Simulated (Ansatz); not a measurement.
Coupled-cluster diagnostics for Li3H3⁻, Ansatz.

Geometry of the doublet (PBE-D4/def2-TZVPD):

```xyz
6

Li    0.532   -0.582    0.508
Li   -0.104   -0.436   -1.886
Li   -0.827    1.435    1.009
H     0.190    0.350    1.944
H     0.910   -1.500   -0.927
H    -0.701    0.733   -0.648
```

Correlated methods freeze no core orbitals; core or outer-core shells of Li are correlated, in sets that lack core-valence functions. In CCSD on the charge -1 doublet the largest single amplitude is 0.51, so its Hartree–Fock determinant may place the open shell otherwise than the density functionals do. The geometry of the doublet was relaxed on an unsound state (an occupied level 0.02 eV above an empty one). Another isomer (doublet) lies 0.05 eV lower at PBE0-D4/def2-TZVPD; other spin states weren't run for this one.

(1) Estimate the CCSD(T) correlation energy, the shares of MP2 and (T), T1 and the reference's ⟨S²⟩ for: charge -1, doublet, own geometry in def2-TZVPPD; and the rough time on 4 threads of Arm Neoverse V1 on a shared host.

Results:

(1) 
| state | basis | correlation (eV) | MP2 share (%) | (T) share (%) | T1 | ⟨S²⟩ (pure) | wall time | remarks |
| --- | --- | --- | --- | --- | --- | --- | --- | --- |
| charge -1, doublet, own geometry | def2-TZVPPD | -6.067 | 82.1 | 0.7 | 0.106 | 0.75 (0.75) | 11 s | HOMO above zero, large T1 (0.106) |
Customary marks for T1 are 0.02 (closed shells), 0.045 (open shells) and about 0.05 (3d metals). T1 exceeds 0.02 in 1 of 1 rows and 0.045 in 1; the higher it lies, the less the single-reference result can be trusted.
